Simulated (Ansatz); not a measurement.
System: fluorite CeO2. Method: PBEsol+SOC (Ansatz, an electronic-structure program, PAW).

Run with plane-wave cutoff 520 eV, 12×12×12 k mesh, Fermi–Dirac smearing 0.01 eV, PAW data made under PBE.

Energies at three volumes about the minimum:

| V (Å³/atom) | E − E_lowest (meV/atom) |
|---|---|
| 12.839 | 3.27 |
| 13.101 | 0.00 |
| 13.363 | 3.03 |

Fit a parabola by hand: where is the minimum, what lattice constant follows, and what is the bulk modulus?

Slopes: (0.00 − 3.27)/(13.101 − 12.839) = -12.481 and (3.03 − 0.00)/(13.363 − 13.101) = 11.565 meV/Å³. Curvature E″ = 2 × (11.565 − (-12.481))/(13.363 − 12.839) = 91.779 meV/Å⁶. From the middle of the first interval, the slope vanishes at V0 = 12.9700 − (-12.481)/91.779 = 13.106 Å³/atom. B = V0 E″ = 13.106 × 91.779 meV/Å³ × 0.1602 GPa per meV/Å³ = 193 GPa. With 12 atoms in the cube, a = (12 × 13.106)^(1/3) = 5.398 Å. The full Birch–Murnaghan fit to all volumes gives V0 = 13.101 Å³/atom and B0 = 192 GPa.

Measured, for comparison: bulk modulus 220 ± 9 GPa (room temperature, no zero-point or thermal correction, sources range from 220 to 230; as tabulated in High Pressure Brillouin Spectroscopy and X-ray Diffraction of Cerium Dioxide …); lattice constant a 5.391 Å (0 K, extrapolated to 0 K; as tabulated in Stimac et al. (2024), arXiv:2411.06536). Computed less measured: bulk modulus -13 % (-13 % to -17 % over the range).
